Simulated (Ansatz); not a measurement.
## Changing the shape of HCP, singlet

Program: Ansatz, Gaussian basis, development build. Basis cc-pVTZ on H/C, cc-pV(T+d)Z on P, nonrelativistic, no frozen core; active space CAS(6,6). Restricted Hartree–Fock, then the lowest state-specific CASSCF solution met for each case. On stretched bonds single-reference methods can fail or change state. Solutions in different active orbitals can move differences by tenths of an eV and at times more than 1 eV.

Case A. A bond is stretched, to 2.10 times the sum of the covalent radii.

```xyz
3

H     0.0000    0.0000   -1.0690
C     0.0000    0.0000    0.0000
P     0.0000    0.0000    3.8500
```

Case B:

```json
{"atom": "H", "x (Å)": "0.0000", "y (Å)": "0.0000", "z (Å)": "-1.0690"}
{"atom": "C", "x (Å)": "0.0000", "y (Å)": "0.0000", "z (Å)": "0.0000"}
{"atom": "P", "x (Å)": "0.0000", "y (Å)": "0.0000", "z (Å)": "2.1560"}
```

Energy less that of case A, in eV:

```
case  RHF/ROHF  CASSCF
   B    -5.446  -3.059
```

Question: Give the SC-NEVPT2 energies against case A.

Answer: B: -3.834 eV (-88.4 kcal/mol).
